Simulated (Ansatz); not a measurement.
Geometry optimisation, RKS B3LYP/6-31G* (Ansatz 0.2.0).

The input (input.yaml):

```yaml
crystal:
  periodic: [false, false, false]
  atoms:
    - { symbol: C, position_ang: [-2.5503, 0.6254, 1.3386] }
    - { symbol: C, position_ang: [-1.6983, 0.0414, 0.8455] }
    - { symbol: O, position_ang: [-0.7329, -0.6636, 0.3021] }
    - { symbol: C, position_ang: [0.4484, 0.1831, -0.1028] }
    - { symbol: C, position_ang: [1.598, -0.7077, -0.361] }
    - { symbol: O, position_ang: [0.0481, 0.8852, -1.2966] }
    - { symbol: H, position_ang: [-3.3761, 1.2287, 1.752] }
    - { symbol: H, position_ang: [0.6537, 0.9265, 0.6712] }
    - { symbol: H, position_ang: [1.3921, -1.4361, -1.0703] }
    - { symbol: H, position_ang: [2.4449, -0.0992, -0.6679] }
    - { symbol: H, position_ang: [1.871, -1.2358, 0.5887] }
    - { symbol: H, position_ang: [-0.7919, 1.29236, -1.06278] }
basis:
  gaussian: { orbitals: "6-31G*" }
hamiltonian:
  xc: b3lyp
relax:
  f_tol: 0.015
  max_steps: 40
```

Launched with:

```bash
$ ansatz run input.yaml --threads 2 --pin off --max-ram 3072MiB --backend cpu --events-out ev --progress --plain --runs-dir out
```

Q: Where does it end, and by what steps?

A: It converged. After 10 steps the energy has fallen by 0.524 eV; O3 moved furthest, 0.34 Å.

```json
{"step": "0", "energy less start (eV)": "0.0000", "largest force component (eV/Å)": "7.220", "accepted": "yes"}
{"step": "1", "energy less start (eV)": "-0.4549", "largest force component (eV/Å)": "0.937", "accepted": "yes"}
{"step": "2", "energy less start (eV)": "-0.5000", "largest force component (eV/Å)": "0.465", "accepted": "yes"}
{"step": "3", "energy less start (eV)": "-0.5080", "largest force component (eV/Å)": "0.300", "accepted": "yes"}
{"step": "4", "energy less start (eV)": "-0.5185", "largest force component (eV/Å)": "0.155", "accepted": "yes"}
{"step": "5", "energy less start (eV)": "-0.5207", "largest force component (eV/Å)": "0.088", "accepted": "yes"}
{"step": "6", "energy less start (eV)": "-0.5236", "largest force component (eV/Å)": "0.038", "accepted": "yes"}
{"step": "7", "energy less start (eV)": "-0.5236", "largest force component (eV/Å)": "0.041", "accepted": "yes"}
{"step": "8", "energy less start (eV)": "-0.5239", "largest force component (eV/Å)": "0.025", "accepted": "yes"}
{"step": "9", "energy less start (eV)": "-0.5239", "largest force component (eV/Å)": "0.025", "accepted": "yes"}
{"step": "10", "energy less start (eV)": "-0.5239", "largest force component (eV/Å)": "0.013", "accepted": "yes"}
```

```xyz
12
Properties=species:S:1:pos:R:3
C -2.627 0.665 1.217
C -1.643 0.023 0.931
O -0.570 -0.641 0.601
C 0.462 0.205 -0.043
C 1.600 -0.719 -0.398
O -0.030 0.801 -1.191
H -3.513 1.181 1.501
H 0.737 0.949 0.718
H 1.257 -1.453 -1.131
H 2.420 -0.141 -0.831
H 1.957 -1.240 0.495
H -0.743 1.410 -0.932
```

Time of the run: 31 s on 2 threads of Arm Neoverse V1, with other jobs on the host, peak memory 0.22 GiB.
